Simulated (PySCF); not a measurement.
Species: CH2F2.
Bonds: F1–C2, C2–F3. Hydrogens: H4, H5 on C2.

The same species was optimised twice, with GFN2-xTB and with PBE0-D3(BJ)/def2-SVP (PySCF), and the same property calculations (PySCF, gas phase) were run on both structures.

| coordinate | GFN2-xTB | PBE0-D3(BJ)/def2-SVP | change |
| --- | --- | --- | --- |
| C2–H5 (Å) | 1.099 | 1.105 | +0.006 |
| C2–H4 (Å) | 1.099 | 1.105 | +0.006 |
| C2–F3 (Å) | 1.344 | 1.344 | 0.000 |
| F1–C2 (Å) | 1.344 | 1.344 | 0.000 |
| H4–C2–H5 (°) | 113.3 | 111.6 | -1.7 |
| F1–C2–F3 (°) | 108.2 | 109.2 | +1.0 |
| F1–C2–H5 (°) | 108.8 | 109.0 | +0.2 |
| F1–C2–H4 (°) | 108.8 | 109.0 | +0.2 |
| F3–C2–H5 (°) | 108.8 | 109.0 | +0.2 |
| F3–C2–H4 (°) | 108.8 | 109.0 | +0.2 |

Rotational constants: A = 49689, B = 10815, C = 9445 MHz (GFN2-xTB) against A = 50253, B = 10685, C = 9361 MHz (PBE0-D3(BJ)/def2-SVP). Point groups within 0.08 Å: C2v and C2v.

On the GFN2-xTB structure: HOMO (eV) -9.76 [PBE0/pcSseg-1]; LUMO (eV) 1.74 [PBE0/pcSseg-1]; dipole (D) 1.95 [PBE0/pcSseg-1]; GIAO shielding of F1/F3 (mean) (ppm) 328.4 [PBE0/pcSseg-1]; GIAO shielding of C2 (ppm) 73.3 [PBE0/pcSseg-1].

**Question.** What do these properties become on the PBE0-D3(BJ)/def2-SVP structure?

**Answer.** 
```csv
property,level,on GFN2-xTB,on PBE0-D3(BJ)/def2-SVP,change
HOMO (eV),PBE0/pcSseg-1,-9.76,-9.72,+0.04
LUMO (eV),PBE0/pcSseg-1,1.74,1.73,-0.01
dipole (D),PBE0/pcSseg-1,1.95,1.92,-0.03
"energy, GFN2-xTB geometry as zero (kcal/mol)",PBE0/pcSseg-1,0.0,0.0,0.0
GIAO shielding of F1/F3 (mean) (ppm),PBE0/pcSseg-1,328.4,328.5,+0.1
GIAO shielding of C2 (ppm),PBE0/pcSseg-1,73.3,73.1,-0.2
```

The heavy atoms differ by 0.007 Å rms after alignment. Among all bonds C2–H4 and C2–H5 change most and about equally (+0.006 Å). Changes are differences of the printed values. Neither structure is proved a minimum here.
